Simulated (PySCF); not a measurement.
## Calculated NMR parameters of CC/C=C\F

- Formula: C4H7F
- SMILES: CC/C=C\F
- InChI: InChI=1S/C4H7F/c1-2-3-4-5/h3-4H,2H2,1H3/b4-3-
- Point group of the computed structure: C1
- Degrees of unsaturation: 1
- Carbon signals: 4
- Proton signals: 4

Numbering as in the mapped SMILES `[CH3:1][CH2:2]/[CH:3]=[CH:4]\[F:5]`; H(Xn) means a hydrogen on atom n.

- couplings computed with B3LYP/pcJ-1 (spin–dipole term only in couplings to heteroatoms)
- geometry from PBE0-D3(BJ)/def2-SVP
- shieldings: GIAO PBE0/pcSseg-1
- code: PySCF 2.14.0 with density-fitted response routines
- fast rotation and ring inversion assumed for equivalent nuclei, one conformer, no solvent, relativity neglected

References, each an isolated molecule treated in the same way: TMS for $^{1}$H and $^{13}$C; $^{19}$F against CFCl3.

| carbon | δC, type | δH (multiplicity, J in Hz) | HMBC from (abs. J ≥ 3 Hz) | span of the C tensor (ppm) |
| --- | --- | --- | --- | --- |
| C1 | 16.5, CH3 | 1.01 (t, 8.5) | H(C3), H(C2) | 27 |
| C2 | 19.5, CH2 | 2.15 (quint of d of d, 8.6, 2.9, 1.9) | H(C4), H(C1) | 30 |
| C3 | 119.6, CH | 4.70 (dtd, 33.5, 9.0, 5.9) | H(C4), H(C2), H(C1) | 193 |
| C4 | 155.8, CH | 6.62 (ddt, 91.9, 5.9, 1.9) | H(C3), H(C2) | 147 |

Other nuclei:
```tsv
atoms	nucleus	environment	δ (ppm)	σ (ppm)
F5	$^{19}$F	vinylic fluorine	-122.0	299.2
```

Selected couplings (Hz, signed; the shortest-range and largest first, 30 at most; isotopes $^{13}$C, $^{19}$F, $^{1}$H): $^{1}J$(C4,F5) -334.9, $^{1}J$(C4,H(C4)) 206.6, $^{1}J$(C3,H(C3)) 164.5, $^{1}J$(C2,H(C2)) 133.3, $^{1}J$(C1,H(C1)) 133.2, $^{1}J$(C3,C4) 91.1, $^{1}J$(C2,C3) 45.9, $^{1}J$(C1,C2) 36.9, $^{2}J$(F5,H(C4)) 91.9, $^{2}J$(C3,F5) 3.5, $^{2}J$(C1,C3) -2.2, $^{2}J$(C2,C4) -2.0, $^{3}J$(F5,H(C3)) 33.5, $^{3}J$(H(C2),H(C3)) 9.0, $^{3}J$(H(C1),H(C2)) 8.5, $^{3}J$(H(C3),H(C4)) 5.9, $^{3}J$(C2,F5) 5.7, $^{3}J$(C1,C4) 4.2, $^{4}J$(C1,F5) 3.4, $^{4}J$(F5,H(C2)) 2.9, $^{4}J$(H(C2),H(C4)) -1.9.

1. Carbon types of the structure: 2 × CH, 1 × CH2, 1 × CH3, which accounts for all hydrogens.
2. δC 155.8, 119.6: alkene CH; the olefinic region.
3. δC 19.5: allylic sp3 CH2; saturated and bonded to C and H only.
4. δC 16.5: methyl carbon; saturated and bonded to C and H only.
5. δH 6.62, 4.70: hydrogen on an alkene CH; attached to an sp2 carbon and in the plane of the double bond.
6. δH 2.15: hydrogen on an allylic sp3 CH2; allylic position.
7. The protons at 2.15 and 4.70 share a coupling of 9.0 Hz (vicinal).
8. The protons at 1.01 and 2.15 share a coupling of 8.5 Hz (vicinal).
9. The protons at 4.70 and 6.62 share a coupling of 5.9 Hz (vicinal, cis across C=C).

C–F couplings over four or more bonds (about 3 Hz to the para carbon of a fluoroarene) are left out. Common functionals overestimate the size of one-bond C–F couplings by tens of Hz; these are unscaled. Multiplet labels drop couplings under 1 Hz and merge nearly equal ones. Unscaled 3J(H,H) at this level run about 10 % above measured values. Shifts are as computed. Against solution values, carbons near 30 ppm lie about +2 ppm off and those near 130 ppm about +5 ppm. Of 1211 compounds with measured shifts, 218 miss one by over three times the rms of a fit or turn the order of signals round; such compounds aren't used in these exercises. Couplings across =CH–CH2 type bonds come from one rotamer and its mirror image, and can be 1–2 Hz further off. Unscaled 19F shifts against computed CFCl3 carry errors that often reach 10 to 50 ppm.
